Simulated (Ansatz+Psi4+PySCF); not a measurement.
Values are calculated unless marked as measured or tabulated.
Input for Psi4 1.11:

```
molecule {
1 2
Al 0.000000 0.000000 0.002240
H 0.000000 0.000000 1.977760
}

basis {
assign Al cc-pV(T+d)Z
assign H cc-pVTZ
}
set reference uhf
set scf_type pk
energy('scf')
```

The input is written out from the run's settings.

Output:

| Item | Value |
| --- | --- |
| Converged | yes |
| Total energy | -242.18364 hartree |
| Spin squared of the determinant | 0.838 |
| Occupied orbitals by symmetry in an Abelian subgroup (alpha; beta) | 5 A1 1 B1 1 B2; 4 A1 1 B1 1 B2 |
